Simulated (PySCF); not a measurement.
PH₃.
Cartesian coordinates in Å at the PBE0-D3(BJ)/def2-SVP level; atoms count from 1:
```
atom  x, y, z in Å
P1    -0.0045    0.0039    0.5743
H2    -0.4703    1.0984   -0.2175
H3     1.1972   -0.1318   -0.1867
H4    -0.7019   -0.9610   -0.2158
```

Method: PySCF 2.14.0, PBE0-D3(BJ)/def2-SVP geometry optimisation, gas phase.

Take the most abundant isotopes and a rigid rotor. 

(1) Give the principal moments of inertia and the rotational constants in cm⁻¹.

(2) What kind of rotor is it?

(3) What does the inertial defect say?

(4) Where do the R-branch lines fall?

(5) Estimate the classical rotational partition function at 298.15 K and 500 K.

Answers

(1) Ia = 3.84, Ib = 3.84, Ic = 4.33 u·Å²; 505379 MHz·u·Å²/I gives 131459, 131451 and 116757 MHz, that is A = 4.38500, B = 4.38475, C = 3.89458 cm⁻¹.

(2) An oblate symmetric top, as the point group C3v requires two equal moments; the computed ones differ by 0.01 % because the geometry is symmetric only within the optimiser's tolerance; Ray's κ = 0.999.

(3) Not planar: Δ = Ic − Ia − Ib = -3.36 u·Å². For a rigid frame Δ = −2 Σ m c², so Σ m c² = 1.68 u·Å² lies off the ab plane: 1.53 from hydrogen and 0.15 from heavier atoms. The atom farthest from that plane is 0.71 Å away.

(4) The dipole of 0.91 D lies along the symmetry axis, so ΔK = 0 and J+1 ← J falls at 2B(J+1) for every K: 262.91 GHz, 525.82 GHz, 788.73 GHz, 1051.64 GHz, 1314.55 GHz for J = 0 to 4.

(5) Point group C3v, symmetry number σ = 3; q = (√π/σ)·√((kT/h)³/(ABC)), k/h = 20836.6 MHz/K: 204 at 298.15 K, 442 at 500 K.

Not checked by PBE0-D3(BJ)/def2-SVP frequencies. No vibrational averaging or centrifugal distortion is included, and the geometry carries the error of its method.
